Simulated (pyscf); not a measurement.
Optimised with ωB97X-D3(BJ)/def2-SVP in PySCF. Correlated levels are frozen-core, on RHF or UHF. ΔMP2 is the change of the MP2 total energy from the triple- to the quadruple-zeta basis.

Task: List the bond dissociation enthalpies at 298 K of F–C(F)(F)–Cl (SMILES FC(F)(F)Cl) from CCSD(T)/def2-TZVPP + ΔMP2(QZVPP), from the weakest bond up.

Result: C–Cl to F–C•(F)–F + Cl•: 360.6 kJ/mol; C–F to F• + F–C•(F)–Cl: 511.2 kJ/mol. Ring and multiple bonds, and those that leave no two simple radicals, are not listed. The CCSD(T) − MP2 part came from Ansatz, without density fitting, on the same reference. Left out: the spin-orbit lowering of Cl, F.
